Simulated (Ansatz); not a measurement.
Basis-set extrapolation for `CSCCN` (PBE0-D4/def2-TZVP geometry, frozen core, Ansatz). Multiplicity 1, RHF reference.

|  | def2-TZVPP | def2-QZVPP |
| --- | --- | --- |
| HF | -570.894598 | -570.914427 |
| MP2 correlation | -0.923502 | -0.988153 |
| CCSD(T) correlation | -1.019122 | not run |

Energies in hartree. Use E(X) = E(∞) + A·exp(−7.88·√X) for Hartree–Fock and E(X) = E(∞) + B·X^(−2.97) for correlation, with X = 3 and 4, and add CCSD(T) minus MP2 of the smaller set to the MP2 limit.

What is the CCSD(T) energy at the basis-set limit?

HF limit: -570.914427 + (-0.019829) × 0.13774 = -570.91716. MP2 limit: -0.988153 + (-0.064651) × 0.74074 = -1.03604. Higher-order term: -1.019122 − (-0.923502) = -0.09562. Total: -572.04882 hartree, 354.7 kJ/mol below CCSD(T)/def2-TZVPP.
